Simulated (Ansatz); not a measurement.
Relaxation of CH$_{8}$AlN (11 atoms, charge 0, multiplicity 1), to a largest force component of 0.03 eV/Å in at most 50 steps.

All numbers below come from RKS PBE/6-31G* (Ansatz).

```xyz
11
Properties=species:S:1:pos:R:3:forces:R:3
Al -0.102 0.083 0.158 -0.04 0.07 -0.05
C -0.135 0.092 2.128 -0.04 0.30 0.15
H -1.013 -0.438 2.538 -0.01 -0.01 0.01
H 0.770 -0.374 2.554 0.01 0.00 0.00
H -0.177 1.121 2.533 0.00 0.02 -0.01
H 1.225 -0.072 -0.726 0.02 0.00 -0.01
N -1.620 0.317 -0.774 0.00 0.00 -0.02
H -2.553 0.447 -0.384 0.02 0.00 0.01
H -1.662 0.328 -1.794 0.01 0.00 0.03
H 0.181 -2.584 0.820 0.18 -1.24 -1.08
H 0.102 -2.064 1.304 -0.14 0.87 0.98
```

**Question.** Where does it end, and by what steps?

**Answer.** The forces met the threshold. The force dipped under the threshold on the way, but the program's further checks kept it going. After 18 steps the energy has fallen by 0.128 eV; H11 moved furthest, 0.78 Å.

```
step  energy less start (eV)  largest force component (eV/Å)  accepted
   0                  0.0000                           1.242       yes
   1                 -0.0929                           0.121       yes
   2                 -0.1144                           0.121       yes
   3                 -0.1204                           0.192       yes
   4                 -0.1227                           0.055       yes
   5                 -0.1214                           0.153        no
   6                 -0.1237                           0.051       yes
   7                 -0.1245                           0.055       yes
   8                 -0.1252                           0.062       yes
   9                 -0.1240                           0.227        no
  10                 -0.1196                           0.574        no
  11                 -0.1256                           0.010       yes
  12                 -0.1259                           0.125       yes
  13                 -0.1269                           0.051       yes
  14                 -0.1274                           0.024       yes
  15                 -0.1278                           0.074       yes
  16                 -0.1280                           0.041       yes
  17                 -0.1282                           0.010       yes
  18                 -0.1283                           0.028       yes
```

```xyz
11
Properties=species:S:1:pos:R:3
Al -0.146 0.221 0.217
C -0.210 0.337 2.184
H -1.236 0.265 2.586
H 0.391 -0.464 2.654
H 0.215 1.295 2.536
H 1.203 0.091 -0.644
N -1.660 0.312 -0.744
H -2.601 0.399 -0.362
H -1.694 0.275 -1.762
H 0.397 -3.081 0.499
H 0.358 -2.794 1.192
```

Whether the end is a true minimum wasn't checked by a vibrational analysis.

Time of the run: 42 s on 1 thread of Arm Neoverse V1, on a shared host, peak memory 0.13 GiB.
